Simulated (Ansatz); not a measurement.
Species: C4H8, SMILES `C/C=C/C` (charge 0, multiplicity 1).

### Question
Give a relaxed geometry from Ansatz (a quantum-chemistry and plane-wave program) with CAM-B3LYP-D3(BJ)/def2-TZVP.

### Answer
the end point of this relaxation (outside a Z-matrix the atoms follow the SMILES, hydrogens last).
Z-matrix (Å, degrees):
```
C
C 1 1.3225
H 2 1.0875 1 118.55
H 1 1.0875 2 118.55 3 -180.00
C 2 1.4932 3 116.31 1 -180.00
H 5 1.0900 2 111.32 3 180.00
H 5 1.0925 6 108.12 2 -122.39
H 5 1.0925 6 108.12 7 -115.23
C 1 1.4932 4 116.31 2 -180.00
H 9 1.0900 1 111.32 4 180.00
H 9 1.0925 10 108.12 1 122.39
H 9 1.0925 10 108.12 11 115.23
```
